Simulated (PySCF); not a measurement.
C5H11N.
Geometry (GFN2-xTB, Å), atoms numbered from 1 in this order:
```
atom  x, y, z in Å
N1     2.7895   -0.0049    0.0282
C2     1.4726   -0.5460    0.3259
C3     0.4072    0.2072   -0.4714
C4    -0.9692   -0.3625   -0.2298
C5    -1.7647    0.0888    0.9580
C6    -2.1848    0.4918   -0.4235
H7     3.5040   -0.5069    0.5440
H8     2.8355    0.9702    0.3068
H9     1.2135   -0.5032    1.3981
H10    1.4736   -1.5980    0.0256
H11    0.4235    1.2611   -0.1847
H12    0.6614    0.1465   -1.5315
H13   -1.0578   -1.4064   -0.5067
H14   -2.3629   -0.6356    1.4896
H15   -1.3369    0.8475    1.5961
H16   -3.0715    0.0423   -0.8439
H17   -2.0401    1.5203   -0.7175
```

Definitions: NICS(0) = −σiso at the ring centroid; NICS(1) = −σiso and NICS(1)zz = −σzz at ±1 Å along the ring normal z. Level: GIAO PBE0/pcSseg-1 (PySCF, non-relativistic, gas phase) on the GFN2-xTB geometry, one conformer.

Ring bond lengths (Å), with Mayer bond orders in brackets: C4–C5 1.499 (0.94), C5–C6 1.499 (0.98), C6–C4 1.498 (0.96).

Problem. Give the NICS values of each ring in ppm.

Solution. 
```
    ring                                            type  NICS(0)  NICS(1), two faces  NICS(1)zz, two faces  rms pucker (Å)  centre to ring atoms, mean (Å)
C4–C5–C6  3-membered carbocycle; formal bonds all single    -44.0         -8.8 / -8.6         -23.9 / -21.6            0.00                            0.87
```

Problem. What do they say, and how far can they be read as aromaticity?

Solution. 
- C4–C5–C6: mean NICS(1)zz -22.7 ppm, shielded. C4, C5, C6 have four or more neighbours; no verdict on aromaticity is drawn. NICS(0) lies 35 ppm below the mean NICS(1).

Problem. Give the inner angles of the rings and the Hirshfeld charges of the ring atoms.

Solution. 
- C4–C5–C6: C4 60.0° (-0.036 e), C5 60.0° (-0.094 e), C6 60.0° (-0.093 e); sum 180.0° against 180° for a flat convex ring.

Problem. What are the shieldings of the ring atoms and their hydrogens in the same run (means over atoms taken as equivalent)?

Solution. 
```tsv
atoms	environment	σ isotropic (ppm)
C4	three-membered-ring carbon	175.0
C5 (×2)	three-membered-ring carbon	180.8
H13	methine hydrogen	31.18
H14 (×2)	methylene hydrogen	31.29
H15 (×2)	methylene hydrogen	31.75
```
